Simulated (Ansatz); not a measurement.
## Worked example: the enthalpy of formation of CHCl2F (dichlorofluoromethane)

The species is CHCl2F (5 atoms), meant as a singlet with charge 0. SMILES: `FC(Cl)Cl`. The shape is that of a PBE0-D4/def2-TZVP optimisation.

```xyz
5

F    -0.5906    0.1325    1.2304
C     0.0064    0.0994    0.0307
Cl    1.4599   -0.8868    0.1269
Cl   -1.1204   -0.5252   -1.1671
H     0.2946    1.1064   -0.2625
```

Total energies at HSE06/def2-SVPD (Ansatz 0.2.0); the atoms run unrestricted:

```
species    state   energy (Eh)
 CHCl2F  singlet  -1058.103248
      F  doublet    -99.555645
      C  triplet    -37.759092
     Cl  doublet   -459.838640
      H  doublet     -0.500004
```

Harmonic wavenumbers at PBE0-D4/def2-TZVP, in cm⁻¹: 276, 370, 464, 747, 811, 1121, 1256, 1335, 3154.

Measured heats of formation of the gaseous atoms at 298.15 K, in kJ/mol: F 79.4, C 716.9, Cl 121.3, H 218.0. Spin-orbit lowering of the atoms at 298 K (mean of the ground term's levels less their thermal mean, from spectra), in kJ/mol: F 1.29, C 0.02, Cl 3.44. Take 1 Eh = 2625.50 kJ/mol, 1 cm⁻¹ = 0.0119627 kJ/mol, RT = 2.479 kJ/mol.

Q: Work out the heat of formation of the gas at 298 K.

A: 
1. Electronic atomisation energy: (-99.555645) + (-37.759092) + 2 × (-459.838640) + (-0.500004) − (-1058.103248) = 0.611227 Eh = 1604.8 kJ/mol.
2. Zero-point energy: half the sum of the wavenumbers, 4767 cm⁻¹ = 57.0 kJ/mol.
3. Thermal vibrational enthalpy, Σ hcν̃/(exp(hcν̃/kT) − 1): 3.3 kJ/mol. Translation, rotation and pV of a non-linear molecule: 4 RT = 9.9 kJ/mol.
4. The 5 free atoms carry 5/2 RT each: 31.0 kJ/mol.
5. Spin-orbit coupling lowers the free atoms by 1.29 + 0.02 + 2 × 3.44 = 8.2 kJ/mol.
6. Atomisation enthalpy at 298 K: 1604.8 − 8.2 − 57.0 − 3.3 − 9.9 + 31.0 = 1557.4 kJ/mol.
7. Sum of the atoms' heats of formation: 1256.9 kJ/mol. Heat of formation: 1256.9 − 1557.4 = -300.5 kJ/mol.

The tabulated value is -284.5 kJ/mol (Active Thermochemical Tables), so this level is off by -16.0 kJ/mol, or 1.0 % of the atomisation enthalpy. Anharmonicity and any spin-orbit splitting of the molecule are left out.
